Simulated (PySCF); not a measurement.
Scan of CS₂, singlet: symmetric bend, bond length relaxed. Scanned: S-C-S angle. Other coordinates (C-S bond length) were minimised at PBE0/def2-TZVP.

The free coordinates were minimised at PBE0/def2-TZVP in PySCF; the energy column is PySCF 2.14.0 with CCSD(T) on RHF/cc-pVTZ, 11 core orbitals frozen, in kJ/mol.

| a / ° | C-S bond length / Å | E |
|---|---|---|
| 180 | 1.548 | 0.0 |
| 170 | 1.550 | 5.3 |
| 160 | 1.553 | 21.5 |
| 150 | 1.560 | 49.3 |
| 140 | 1.570 | 89.9 |
| 130 | 1.585 | 145.4 |
| 120 | 1.606 | 219.3 |
| 110 | 1.637 | 316.4 |
| 100 | 1.651 | — |
| 90 | 1.662 | — |
| 80 | 1.694 | — |

Dashes: no converged value, or the column stops at the first point that the program doubted or that broke a chosen test of continuity, which isn't proof of a fault.
